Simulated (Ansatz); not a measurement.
Compare A (`CC#COC`) with its isomer B (`C#CC(C)O`).

Computed with Ansatz on PBE0-D4/def2-TZVP structures; ΔE is electronic, products minus reactants. CCSD(T)/CBS is the MP2 limit (def2-TZVPP, def2-QZVPP) plus CCSD(T) − MP2 in def2-TZVPP, frozen cores. DFT in def2-TZVPP. B3LYP here is the variant with VWN-RPA as its local correlation; programs differ in this. Each species was taken in one conformer, which may not be the lowest.

Task: Which is lower in electronic energy at CCSD(T)/CBS, and by how much? (An estimate is asked.)

Result: Ansatz gave: B, by 16.1 kcal/mol.

Task: Give E(B) − E(A) in kcal/mol with B3LYP-D4, PBE-D4, B2PLYP, ωB97M-V, r2SCAN-D4, MP2/def2-TZVPP, CCSD/def2-TZVPP. (Best estimate.)

Result: Computed: B3LYP-D4 -11.5, PBE-D4 -10.8, B2PLYP -12.8, ωB97M-V -13.9, r2SCAN-D4 -12.4, MP2/def2-TZVPP -16.0, CCSD/def2-TZVPP -15.2. None reverses the order clearly.

Largest T1 diagnostic: 0.012.

From PBE to PBE0 (25 % exact exchange), in def2-TZVPP and without D4, E(B) − E(A) moves by −0.9 kcal/mol. In def2-TZVPP, CCSD(T) changes the Hartree–Fock value by −3.4 kcal/mol (the triples alone add −0.2 kcal/mol) and MP2 by −4.0 kcal/mol.
